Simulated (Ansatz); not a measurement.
System: rutile MnF2. Method: PBEsol (Ansatz, an electronic-structure program, PAW).

Numerical settings: plane-wave cutoff 500 eV, 8×8×12 k mesh (along the axes of the cell as run), Fermi–Dirac smearing 0.05 eV, magnetic order afm, spin-polarised with opposed moments, scalar-relativistic PAW data made under PBE.

Cell (relaxed at this level):

```yaml
crystal:
  lattice:
    - [4.85488, 0.00000, 0.00000]
    - [0.00000, 4.85488, 0.00000]
    - [0.00000, 0.00000, 3.27193]
  atoms:
    - { symbol: Mn, position: [0.00000, 0.00000, 0.00000] }
    - { symbol: Mn, position: [0.50000, 0.50000, 0.50000] }
    - { symbol: F, position: [0.30314, 0.30314, 0.00000] }
    - { symbol: F, position: [0.69686, 0.69686, 0.00000] }
    - { symbol: F, position: [0.19686, 0.80314, 0.50000] }
    - { symbol: F, position: [0.80314, 0.19686, 0.50000] }
```

### Question
Estimate the magnetic moment (largest site, within a sphere) and band gap that the calculation returns.

### Answer

- magnetic moment (largest site, within a sphere) = 4.10 μB
- band gap = 2.04 eV (on the SCF k mesh)

Measured, for comparison: band gap 9.9 eV (temperature not stated, no zero-point or thermal correction, the source doubts the polymorph; as tabulated in Das and Bazhirov (2019), arXiv:1808.05325). Computed (rounded) less measured: band gap not scored (a reference that its source doubts or gives as a wide range).

Moments are spin moments.

The computed numbers hold no vibrational or temperature effects.
